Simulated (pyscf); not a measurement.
HO–GeH(Cl)–Cl + hydrogen (H₂) → Cl–GeH₂–Cl + water (H₂O) (four-centre exchange; singlet surface; Ge–O, H–H broken, Ge–H, H–O formed). Optimised with ωB97X-D3(BJ)/def2-SVP in PySCF. Energies in kcal/mol from the separated reactants.

```csv
level,barrier,reaction energy
ωB97X-D3(BJ)/def2-TZVP,(withheld),(withheld)
PBE/def2-TZVP,41.2,+5.6
r²SCAN/def2-TZVP,44.2,+7.7
B3LYP-D3(BJ)/def2-TZVP,46.6,+6.3
M06-2X/def2-TZVP,(withheld),+10.4
HF/def2-TZVP,63.1,+3.8
```

**Question.** Some entries are withheld; supply them.

**Answer.** 
- ωB97X-D3(BJ)/def2-TZVP, barrier: 47.5
- ωB97X-D3(BJ)/def2-TZVP, reaction energy: +6.7
- M06-2X/def2-TZVP, barrier: 48.6

The functionals in the table span 7.4 kcal/mol in this barrier, from PBE to M06-2X. On the product side the descent ends in a complex, 5.9 kcal/mol under the separated species and 46.7 kcal/mol under the saddle at ωB97X-D3(BJ)/def2-TZVP. One saddle was located; it need not be the lowest between these sides. Elements up to Kr have no core potential and no relativistic terms here.
